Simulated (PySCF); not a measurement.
**Field gradients at the hydrogen positions**

Species: C4H7FP (charge +1).
Z-matrix (Å and degrees, GFN2-xTB geometry), rows numbered from 1:
```
F 
C   1  1.3213
C   2  1.3232  1  124.79
C   3  1.5076  2  116.73  1   179.73
P   4  1.8272  3  103.45  2     1.76
C   2  1.5196  1  115.59  3   179.83
H   3  1.0765  2  123.42  1     0.16
H   4  1.0954  3  111.36  2  -118.09
H   4  1.0951  3  111.58  2   121.98
H   5  1.3739  4  113.53  3  -121.52
H   5  1.3743  4  113.11  3   116.22
H   6  1.0953  2  111.00  1    58.01
H   6  1.0956  2  110.76  1   -61.19
```

Level: PBE0/pcSseg-1 (PySCF, non-relativistic); Q(2H) = 0.00286 b; rigid geometry, the same for H and D, with no vibrational averaging.

Question: Rank these positions by the coupling χzz of a deuteron there, largest first.
A. H11 (P–H hydrogen)
B. H9 (methylene hydrogen)
C. H7 (vinylic hydrogen)

Answer: C (221 kHz), B (194 kHz), A (135 kHz).

Question: What are Vzz, η and χzz (234.96 MHz × Q × Vzz) at all hydrogens?

Answer: 
```json
{"atom": "H7", "bonded to": "C3", "bond length (Å)": "1.077", "Vzz (au)": "0.3285", "η": "0.08", "χzz (kHz)": "221"}
{"atom": "H8", "bonded to": "C4", "bond length (Å)": "1.095", "Vzz (au)": "0.2884", "η": "0.05", "χzz (kHz)": "194"}
{"atom": "H9", "bonded to": "C4", "bond length (Å)": "1.095", "Vzz (au)": "0.2890", "η": "0.05", "χzz (kHz)": "194"}
{"atom": "H10", "bonded to": "P5", "bond length (Å)": "1.374", "Vzz (au)": "0.2010", "η": "0.01", "χzz (kHz)": "135"}
{"atom": "H11", "bonded to": "P5", "bond length (Å)": "1.374", "Vzz (au)": "0.2006", "η": "0.00", "χzz (kHz)": "135"}
{"atom": "H12", "bonded to": "C6", "bond length (Å)": "1.095", "Vzz (au)": "0.2883", "η": "0.04", "χzz (kHz)": "194"}
{"atom": "H13", "bonded to": "C6", "bond length (Å)": "1.096", "Vzz (au)": "0.2880", "η": "0.04", "χzz (kHz)": "194"}
```

Question: Average by the element that carries the hydrogen.

Answer: on C: 199 kHz over 5 positions, mean bond length 1.092 Å; on P: 135 kHz over 2 positions, mean bond length 1.374 Å.

Isolated species at its GFN2-xTB geometry, gas phase. GFN2-xTB bond lengths can be off by several hundredths of an ångström, more for odd bonds, and the gradients follow them. These gradients aren't converged with respect to the basis.

These values come from a run that also computed NMR shieldings. The run took about 50 s of CPU time (with the writing of density and orbital grids) (one thread, shared machine).
